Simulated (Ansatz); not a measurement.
Elastic constant C11 (GPa) of solids drawn from the class of oxides, at two levels: PBE (Ansatz, a first-principles code, PAW), and LDA (PAW; Ansatz).

```
solid                            PBE  LDA
-------------------------------  ---  ---
cubic perovskite BaZrO3          291  351
cubic perovskite BaHfO3          309  372
A-type hexagonal La2O3           196  233
rutile TiO2                      257  297
rutile SnO2                      209  248
rock-salt SrO                    160    ?
anatase TiO2 (metastable phase)  320  389
cubic perovskite KTaO3           414  490
stishovite (SiO2)                387  451
rock-salt BaO                    115  153
```

Problem. Estimate the withheld LDA value from the other rows.

Solution. One way: carry over the typical ratio. The ratios LDA / PBE of the other rows, in order: 1.156, 1.165, 1.184, 1.187, 1.189, 1.204, 1.206, 1.216, 1.330; median 1.189. Rock-salt SrO: 160 × 1.189 = 190 GPa; the run gives 209 GPa. The ratios spread from 1.156 to 1.330, so such an estimate is rough.

Over all 10 rows LDA is the larger in 10.

Ansatz's runs of these crystals have no spin polarisation.

Spin–orbit coupling is left out, also for the solids with elements from indium on (cubic perovskite BaZrO3, cubic perovskite BaHfO3, A-type hexagonal La2O3, rutile SnO2, cubic perovskite KTaO3, rock-salt BaO); its size isn't shown.

Each level is taken at its own relaxed cell. Ansatz's density-functional and Hartree–Fock values are scalar-relativistic unless marked +SOC, with PAW data made under PBE.
